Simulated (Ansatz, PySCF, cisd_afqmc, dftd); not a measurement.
System: CH₆Si, charge 0, singlet. CH6Si (methylsilane, SMILES C[SiH3]).
B3LYP-D3(BJ)/def2-TZVP minimum from Ansatz (a first-principles code):
```xyz
8

C      0.0034    -0.0064    -1.2421
Si    -0.0017     0.0033     0.6340
H      0.0118    -1.0282    -1.6256
H     -0.8824     0.4951    -1.6359
H      0.8840     0.5079    -1.6311
H     -0.0132     1.3943     1.1492
H     -1.2005    -0.6969     1.1567
H      1.2042    -0.6795     1.1632
```

Quantity: enthalpy of formation at 298 K (by atomisation, with ideal-gas terms from PySCF's Hessian at B3LYP-D3(BJ)/def2-TZVP and the atoms' measured values of the G2/97 table; no spin-orbit terms), in kcal/mol. UHF or UKS for unpaired electrons; spin-orbit terms are left out. Cores are frozen in correlated methods. Rows without X2C or -DK are non-relativistic. AFQMC is phaseless with a CISD trial state; ± is one standard error, without the phaseless bias. Outlying blocks are dropped, and bars are widened where a walk drifts. Over all cases where full CI ran beside it in this data, AFQMC minus full CI had a median of +0.1 mEh and passed +0.4 mEh in a tenth of the cases. CBS(X,Y): correlation extrapolated as X^-3, Hartree-Fock from the larger set (Q,5: extrapolated as (X+1)exp(-9√X)). A bracket is a step between two methods taken in the basis named. Functionals run without relativity, which enters their misses. Double hybrids freeze cores in their MP2 part. '+ core + X2C': CCSD(T) terms for core correlation (cc-pwCVTZ, 1s frozen past Ne) and scalar relativity (cc-pVTZ-DK). Where a partner has so few electrons that a lower coupled-cluster level is exact, that level stands in.

Measured: -7.0 kcal/mol, -29.3 kJ/mol (G2/97 table in ASE (Curtiss et al.)); atomic spin-orbit terms, which the calculations lack, would raise the computed values.

```
level                                                                                        program  enthalpy of formation at 298 K (kcal/mol)  error against that value
------------------------------------------------------------------------------------  --------------  -----------------------------------------  ------------------------
HF/cc-pV(T+d)Z                                                                                Ansatz                                      132.0                     139.0
r2SCANh-D4/def2-TZVPD                                                                 Ansatz + dftd4                                       -4.8                       2.2
B2GP-PLYP-D3(BJ)/def2-TZVPD                                                           Ansatz + dftd3                                        1.1                       8.1
MP2/cc-pV(5+d)Z                                                                               Ansatz                                       -1.7                       5.3
CCSD/cc-pV(D+d)Z                                                                              Ansatz                                       36.9                      43.9
CCSD/cc-pV(5+d)Z                                                                              Ansatz                                       -0.7                       6.3
CCSD/CBS(cc-pV(T+d)Z,cc-pV(Q+d)Z)                                                             Ansatz                                       -3.7                       3.3
AFQMC/CISD/cc-pV(D+d)Z                                                                    cisd_afqmc                                 33.2 ± 0.3                      40.2
CCSD(T)/CBS(cc-pV(Q+d)Z,cc-pV(5+d)Z) + [CCSDT(Q) - CCSD(T)]/cc-pV(T+d)Z + core + X2C          Ansatz                                       -7.6                      -0.6
```
